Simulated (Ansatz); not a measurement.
Zinc-blende InAs: TO phonon frequency at L by level of theory

No measured value is used here.

| level (code) | value (cm⁻¹) | cell (Å³/atom) |
|---|---|---|
| LDA (Ansatz) | 215 | 27.35 |
| BLYP (Ansatz) | 184 | 31.47 |
| PBE (Ansatz) | 199 | 29.59 |
| PBE+SOC (Ansatz) | 199 | 29.57 |
| revPBE (Ansatz) | 193 | 30.31 |
| PBE-D3(BJ) (Ansatz) | 210 | 28.53 |
| r²SCAN (Ansatz) | 210 | 28.49 |
| r²SCAN+rVV10 (Ansatz) | 214 | 28.13 |
| LC-ωPBE (Ansatz) | 236 | 26.81 |
| Hartree–Fock (Ansatz) | 218 | 29.43 |

LDA, BLYP, PBE, PBE+SOC, revPBE, PBE-D3(BJ): the solid has no gap at this level, which affects its response. PBE-D3(BJ): the dispersion coefficients are held fixed in the derivatives. Each level is taken at its own relaxed cell. Cutoffs and k meshes differ between the levels. Ansatz's density-functional and Hartree–Fock values are scalar-relativistic unless marked +SOC, with PAW data made under PBE.

Ansatz is a first-principles code.
